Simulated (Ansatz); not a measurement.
**Structure relaxation of Sc₂Si₃**

Level of theory: Ansatz 0.2.0, DFT PBE, scalar-relativistic, plane waves, PAW. Cutoff 420 eV, Γ-centred k mesh, Gaussian smearing, no spin polarisation in the final step.

Sc₂Si₃ was placed on the tetradymite structure type (R-3m, No. 166), with Sc in place of Bi, Si in place of Te, at a guessed volume.

```xyz
5
Lattice="1.7392 1.0041 8.0619 -1.7392 1.0041 8.0619 0.0000 -2.0082 8.0619" Properties=species:S:1:pos:R:3 pbc="T T T"
Sc    0.0000    0.0000    9.6743
Sc    0.0000    0.0000   14.5114
Si    0.0000    0.0000    0.0000
Si    0.0000    0.0000    5.0669
Si    0.0000    0.0000   19.1188
```

Steps on the 6×6×6 mesh (5 atoms). 12 of 18 steps are shown, and the free energy counts from the last. Trial steps that were taken back and renewals of the plane-wave basis can be among the rows.

```csv
step,ΔF (meV/atom),V (Å³/atom),P (GPa),largest force component (eV/Å)
1,948.2,16.89,20.02,4.903
3,233.3,18.06,5.62,2.048
4,101.8,18.68,1.88,0.056
6,76.1,18.86,-1.26,0.170
7,73.6,18.64,-0.87,0.196
9,69.0,18.13,0.29,0.109
10,51.5,17.66,1.00,0.346
12,9.9,17.39,0.61,0.051
13,11.3,17.53,0.45,0.148
15,7.6,17.51,0.26,0.016
16,0.7,17.51,0.74,0.016
18,0.0,17.61,0.10,0.006
```

A final relaxation ran on a 12×12×12 mesh. The relaxed crystal, R-3m (No. 166):

```
Sc Si
1.0
     2.08460    1.20355    5.86999
    -2.08460    1.20355    5.86999
     0.00000   -2.40709    5.86999
Sc Si
2 3
Cartesian
  0.0000 0.0000 7.1380
  0.0000 0.0000 10.4719
  0.0000 0.0000 0.0000
  0.0000 0.0000 2.8380
  0.0000 0.0000 14.7719
```

```yaml
Volume_per_atom: 17.67 Å³
Density: 3.27 g/cm³
Energy_over_the_elements: -0.51 eV/atom
Gap_on_the_12×12×12_mesh: 0 eV (a metal)
```

Energies over the elements count from the elements' standard structures at the same level, with no empirical corrections.

The final run used a 12×12×12 mesh on its 5-atom cell and 0.10 eV smearing. The k mesh leaves about 4 meV/atom of noise in metals.

Symmetry constrained the relaxation, so the result can be a saddle point.

Cost: 3 runs of about 2.2 core-minutes in all, on Intel Xeon 6975P-C (Granite Rapids) (shared hosts).